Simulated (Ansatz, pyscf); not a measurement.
CH₃• + OH• → CH₄ + O [triplet], a hydrogen abstraction on the triplet surface: H–O broken, C–H formed. Structures and frequencies: ωB97X-D3(BJ)/def2-SVP in PySCF. Wave-function energies: Ansatz (a program for electronic structure), frozen core, RHF or UHF references. In kcal/mol, from the separated reactants.

Cost: rough CPU time of the saddle's run relative to CCSD(T)/cc-pV(D+d)Z, from one job on a shared machine, with the HF step and its search for lower states.

| level | barrier | reaction energy | cost |
|---|---|---|---|
| r²SCAN/def2-TZVP | 2.76 | -0.66 | – |
| PBE0-D3(BJ)/def2-TZVP | 2.80 | -5.22 | – |
| CCSD(T)/cc-pV(D+d)Z | 7.11 | -13.72 | 1 |
| CCSDT(Q)/cc-pV(D+d)Z | ? | ? | 8 |
| CCSD(T)/cc-pV(T+d)Z | 8.12 | -8.45 | 7 |
| CCSD(T)/cc-pV(Q+d)Z | ? | -6.59 | – |

Q: What belongs in the gaps?

A: 
- CCSDT(Q)/cc-pV(D+d)Z, barrier: 6.92
- CCSDT(Q)/cc-pV(D+d)Z, reaction energy: -13.56
- CCSD(T)/cc-pV(Q+d)Z, barrier: 8.46

In cc-pV(D+d)Z, going from CCSD(T) to CCSDT(Q) shifts the barrier by -0.19 and the reaction energy by +0.16 kcal/mol. With HF in the quadruple-zeta basis and the correlation energy extrapolated as X⁻³ from X = 3, 4, CCSD(T) gives 8.40 and -5.71; adding the double-zeta shift gives ΔE‡ = 8.21 and ΔE = -5.55 kcal/mol, without core correlation, relativity or geometry relaxation at these levels. CH₃• + OH• also meet on a surface of lower spin, which isn't treated here. One saddle was located; it need not be the lowest between these sides. The angle at the transferred H is 179°. The CCSD(T) − MP2 part came from Ansatz, without density fitting, on the same reference. Left out: the spin-orbit lowering of OH, O.
